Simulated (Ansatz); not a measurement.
One geometry of SiClH3 (SiH3Cl), several levels of theory.

```yaml
crystal:
  periodic: [false, false, false]
  atoms:
    - {symbol: Si, position_ang: [-0.000836, 0.001355, -0.127976]}
    - {symbol: Cl, position_ang: [0.012849, -0.020286, 1.927808]}
    - {symbol: H, position_ang: [1.398116, 0.011221, -0.609226]}
    - {symbol: H, position_ang: [-0.709233, 1.218089, -0.582484]}
    - {symbol: H, position_ang: [-0.700887, -1.210389, -0.608131]}
basis:
  gaussian: {orbitals: def2-TZVP, initial_orbitals: start.molden}
hamiltonian: {xc: {name: BHLYP}, dispersion: d4}
scf: {omitted_lower_state_checks: [starts]}
output: {orbitals: {seedname: orbitals}}
```

The file start.molden holds the orbitals of an earlier run on this structure, at another level or in another basis.

```sh
$ ansatz run in.yaml --threads 2 --pin off --events-out ev --progress --plain --max-ram 4352MiB
```

Shortened log:

```
Functional definition: BHLYP
699 factors; their error is unknown
mean field evaluation 1: about -20450.7386 eV, gradient 8.6e0 eV
mean field evaluation 2: about -20450.7890 eV, gradient 8.5e-2 eV
mean field evaluation 4: about -20450.9378 eV, gradient 1.1e-4 eV
mean field -20450.93779996 eV, -751.5581020051 hartree, gradient 1.2e-5 eV, S^2 0.000000; 0 other end points of the search recorded, 0 dependent functions left out
reference -20450.93795449 eV, -751.5581076840 hartree; 17, 17 occupied and 75, 75 virtual orbitals, 699 factors
Total energy: -20451.03612355 eV, -751.5617153303 hartree
Checks for a lower state left out: starts
```

Run time 0.65 s (2 threads of Arm Neoverse V2 on a shared host).

The first input with `hamiltonian: {xc: lda}` (abridged; 0.35 s):

```
Functional definition: SPW92
mean field -20377.80359299 eV, -748.8704694711 hartree, gradient 1.3e-5 eV, S^2 0.000000
Total energy: -20377.80362526 eV, -748.8704706569 hartree
Checks for a lower state left out: starts
```

As the first input, with `gaussian: {orbitals: def2-TZVPP, initial_orbitals: start.molden}`, `correlation: {method: ccsd_t}` and without the key `hamiltonian` (abridged; 2.9 s):

```
Functional definition: HF
mean field -20415.29544868 eV, -750.2482697546 hartree, gradient 9.0e-6 eV, S^2 0.000000
10 core orbitals not correlated: weight in the atoms' cores, before any rotation towards them, 1.000 or more for the frozen orbitals, at most 0.000 for the correlated occupied ones
second order -8.72195772 eV of doubles, -0.00000000 eV of singles
cycle   1  -9.46469442 eV  change   -7.4e-1 eV  update   6.2e-2
cycle   2  -9.73963389 eV  change   -2.7e-1 eV  update   1.9e-2
cycle   3  -9.76079163 eV  change   -2.1e-2 eV  update   5.9e-3
cycle   4  -9.75726528 eV  change    3.5e-3 eV  update   1.7e-3
cycle   5  -9.75697048 eV  change    2.9e-4 eV  update   4.8e-4
cycle   6  -9.75694412 eV  change    2.6e-5 eV  update   1.4e-4
cycle   7  -9.75694134 eV  change    2.8e-6 eV  update   3.5e-5
cycle   8  -9.75695295 eV  change   -1.2e-5 eV  update   1.1e-5
perturbative correction -0.34572429 eV, -0.0127051333 hartree
Total energy: -20425.39812591 eV, -750.6195362953 hartree
Checks for a lower state left out: starts
```

As the first input, with `gaussian: {orbitals: 6-31G}`, `hamiltonian: {xc: hf}` (abridged; 0.1 s):

```
Functional definition: HF
mean field -20411.27977464 eV, -750.1006964555 hartree, gradient 1.8e-5 eV, S^2 0.000000
Total energy: -20411.27977464 eV, -750.1006964555 hartree
Checks for a lower state left out: starts
```

As the first input, with `hamiltonian: {xc: pbe0, dispersion: d4}` and without the key `scf` (abridged; 0.75 s):

```
Functional definition: PBE0
mean field evaluation 16: about -20443.3341 eV, gradient 1.1e-4 eV
mean field -20443.33408564 eV, -751.2786706578 hartree, gradient 1.9e-5 eV, S^2 0.000000; 1 other end points of the search recorded, 0 dependent functions left out
Total energy: -20443.39641040 eV, -751.2809610504 hartree
```

The first input with `correlation: {method: mp2}` and without the key `hamiltonian` (abridged; 0.35 s):

```
Functional definition: HF
mean field -20415.27960510 eV, -750.2476875141 hartree, gradient 7.9e-6 eV, S^2 0.000000
10 core orbitals not correlated: weight in the atoms' cores, before any rotation towards them, 1.000 or more for the frozen orbitals, at most 0.000 for the correlated occupied ones
second order -8.35629722 eV of doubles, -0.00000000 eV of singles
Total energy: -20423.63590232 eV, -750.5547757727 hartree
Checks for a lower state left out: starts
```

The first input with `hamiltonian: {xc: {name: CAM-B3LYP}, dispersion: d4}` (abridged; 0.65 s):

```
Functional definition: CAM-B3LYP
mean field -20451.41335098 eV, -751.5755781827 hartree, gradient 2.3e-5 eV, S^2 0.000000
Total energy: -20451.47667779 eV, -751.5779053999 hartree
Checks for a lower state left out: starts
```

Geometry: r2SCAN-D4/def2-TZVP.

Correlated methods freeze 10 core orbitals.
